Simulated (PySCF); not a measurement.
Si(H)4 cation (H₄Si), SMILES [SiH4] (connectivity only; charge and spin as stated), charge +1, multiplicity 2. Atoms are numbered in the order given.

```xyz
5

Si     0.0000     0.0000     0.0000
H     -1.5315     0.0000     0.0000
H      0.0000    -1.5315     0.0000
H      0.0000     1.5315     0.0000
H      1.5315     0.0000     0.0000
```
Charge +1, spin multiplicity 2.

Geometry: ωB97X-D3(BJ)/def2-TZVPD. The geometry has at least one imaginary mode, so it is a saddle point at that level. The multiplicity is an assumed one; other spin states were not compared. The isomer is the one that the SMILES or the coordinates give; other isomers of the formula were not compared.

These are PBE0/pcH-1 run with PySCF values and carry that method's errors.

Unrestricted Kohn–Sham, ⟨S²⟩ = 0.762. Hyperfine tensors hold the contact and dipolar terms, without spin-orbit corrections.

### Question
Estimate the hyperfine couplings. (The exact figures need the calculation; the answer reports its results.)

### Answer

```csv
nucleus,A(iso) (MHz),A(iso) (G),dipolar principal values (MHz)
29Si no. 1,312.0,111.3,"-16.1, 8.0, 8.0"
1H no. 2,548.5,195.7,"-4.8, -3.6, 8.4"
1H no. 3,548.5,195.7,"-4.8, -3.6, 8.4"
1H no. 4,548.5,195.7,"-4.8, -3.6, 8.4"
1H no. 5,548.5,195.7,"-4.8, -3.6, 8.4"
```

### Question
And the g tensor (effective nuclear charges for spin-orbit coupling, GIAO)? (The exact figures need the calculation; the answer reports its results.)

### Answer
principal values 2.0017, 2.0045, 2.0045; isotropic 2.0036.
